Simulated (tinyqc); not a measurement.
Worked calculation: Hueckel theory of the pi electrons with the omega technique, for the molecule C=CC(Cl)=CF (SMILES; centres numbered as the heavy atoms are written). One step of it, computed by the program tinyqc.

Problem. Energy, charges, bond orders. E = sum n x; q_r = z_r - P_rr; bond order p = P_rs; free valence = sqrt(3) - sum of p over the bonds of the atom.

final x values: 3.193328  2.142079  1.476587  0.524400  -0.678254  -1.658140

occupations: 2.000000  2.000000  2.000000  2.000000  0.000000  0.000000

final P, lower triangle:
```
,1C,2C,3C,4Cl,5C,6F
1C,1.026112
2C,0.892367,1.002904
3C,-0.035634,0.448738,1.033799
4Cl,-0.011959,-0.038457,0.114155,1.986244
5C,-0.439010,0.018961,0.872805,-0.110954,0.983273
6F,0.094114,-0.021665,-0.146295,0.018939,0.180364,1.967668
```

Centres:
```
centre,"z_r, pi electrons of the neutral centre",h
1C,1,0.000000
2C,1,0.000000
3C,1,0.000000
4Cl,2,2.000000
5C,1,0.000000
6F,2,3.000000
```

Bonds:
```
i,j,k
1,2,1
2,3,1
3,4,0.400000
3,5,1
5,6,0.700000
```

Give: pi energy = 8 alpha + this times beta; pi charges; Bond orders and lengths from R = 1.517 - 0.180 p; free valence of the carbons; gap between the highest filled and the next level.

Solution.

pi energy = 8 alpha + this times beta = 14.6728

pi charges: 1C -0.0261, 2C -0.0029, 3C -0.0338, 4Cl 0.0138, 5C 0.0167, 6F 0.0323

Bond orders and lengths from R = 1.517 - 0.180 p (angstrom, C-C alone):
```
bond,p,R
1-2,0.8924,1.3564
2-3,0.4487,1.4362
3-4,0.1142,-
3-5,0.8728,1.3599
5-6,0.1804,-
```

free valence of the carbons: 1C 0.8397, 2C 0.3909, 3C 0.2964, 5C 0.6789

gap between the highest filled and the next level = 1.2027 |beta|
